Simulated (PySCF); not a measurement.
NO₂, multiplicity 2. Atoms are numbered in the order given.

```xyz
3

O      0.0000     1.1015     0.1413
N      0.0000     0.0000    -0.3229
O      0.0000    -1.1015     0.1413
```
Charge 0, spin multiplicity 2.

Coordinates come from a TPSSh-D3(BJ)/def2-TZVP optimisation.

Calculation: TDA-PBE/def2-TZVPD (PySCF).

Vertical excitations. The molecule is in vacuum.

Computed lowest excited states:
| state | energy (eV) | λ (nm) | f | main pairs |
|---|---|---|---|---|
| root 1 | 2.96 | 418 | 0.000 | α HOMO→LUMO 100 % |
| root 2 | 3.65 | 340 | 0.010 | α HOMO−2→LUMO 8 %, β HOMO→LUMO 89 % |
| root 3 | 4.04 | 307 | 0.000 | β HOMO−1→LUMO 96 % |
| root 4 | 5.05 | 245 | 0.000 | α HOMO−1→LUMO 24 %, β HOMO→LUMO+1 72 % |
| root 5 | 5.07 | 244 | 0.000 | α HOMO−2→LUMO 48 %, β HOMO−1→LUMO+1 51 % |
| root 6 | 5.68 | 218 | 0.000 | α HOMO−1→LUMO 72 %, β HOMO→LUMO+1 26 % |
| root 7 | 7.01 | 177 | 0.002 | α HOMO→LUMO+1 98 % |
| root 8 | 7.56 | 164 | 0.055 | α HOMO→LUMO+2 98 % |
| root 9 | 7.63 | 163 | 0.001 | α HOMO→LUMO+3 95 % |
| root 10 | 7.75 | 160 | 0.022 | α HOMO→LUMO+4 100 % |
Unrestricted roots are not spin-pure.
